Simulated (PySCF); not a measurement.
Compound: C₂H₃Cl₂N.
InChI=1S/C2H3Cl2N/c3-2(4)1-5/h1-2,5H/b5-1+

Method: MP2 and CCSD/aug-cc-pVDZ in PySCF, restricted Hartree–Fock reference, 13 core orbitals frozen, non-relativistic, gas phase, PBE0-D3(BJ)/def2-SVP geometry.

E(HF) = -1050.93526 Eh.

(1) How large is the problem?

(2) What are the MP2 and CCSD correlation energies?

(3) What is the T1 diagnostic?

(4) How does correlation change the dipole moment?

Results:

(1) 150 basis functions and 56 electrons; 13 orbitals frozen, which leaves o = 15 correlated occupied and v = 122 virtual orbitals. That is o·v = 1830 singles and o·v(o·v + 1)/2 = 1675365 distinct closed-shell doubles amplitudes before symmetry; the costliest CCSD step grows as o²v⁴ = 5.0 × 10^10.

(2) MP2 -0.7465 Eh and CCSD -0.7892 Eh, which gives totals of -1051.68174 and -1051.72442 Eh. That is 0.716 eV for each correlated electron at CCSD (2072 kJ/mol in all, 0.075 % of the total energy); MP2 gives 94.6 % of the CCSD value.

(3) 0.0117, below the customary warning level of 0.02. It is the norm of the spatial-orbital singles amplitudes over the root of the number of correlated electrons, so the norm is 0.064.

(4) HF gives 1.64 D and CCSD (unrelaxed density) 1.57 D, a change of -0.07 D.

Connected triples and the basis-set limit are missing.

The job also held the EOM ionisation roots. On one thread of an Arm Neoverse V2 (shared host), this took 3.7 min of wall time.

Conformer computed: `[H]/[N:1]=[CH:2]/[CH:3]([Cl:4])[Cl:5]`: N1–C2–C3–Cl4 -119°.

One conformer stands for the species.
